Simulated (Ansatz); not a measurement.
## Ansatz (development build ahead of 0.2.0) run

```yaml
crystal:
  periodic: [false, false, false]
  atoms:
    - { symbol: C, position_ang: [-0.03401, -0.02037, -1.05211] }
    - { symbol: S, position_ang: [-0.03539, 0.00714, 0.55012] }
    - { symbol: H, position_ang: [-0.03202, -0.95705, -1.63975] }
    - { symbol: H, position_ang: [-0.00635, 0.88012, -1.61309] }
basis:
  gaussian: { orbitals: "6-31G" }
hamiltonian:
  xc: hf
correlation:
  method: mp2
  frozen_orbitals: { C: 1, H: 0, S: 5 }
```

The input is written out in the form of the current development build from the run's settings.

Results

```
Converged                       : yes
Reference energy                : -436.45542 hartree
Correlation energy              : -0.14962 hartree
Total energy                    : -436.60504 hartree
Spin squared of the determinant : 0.000
```
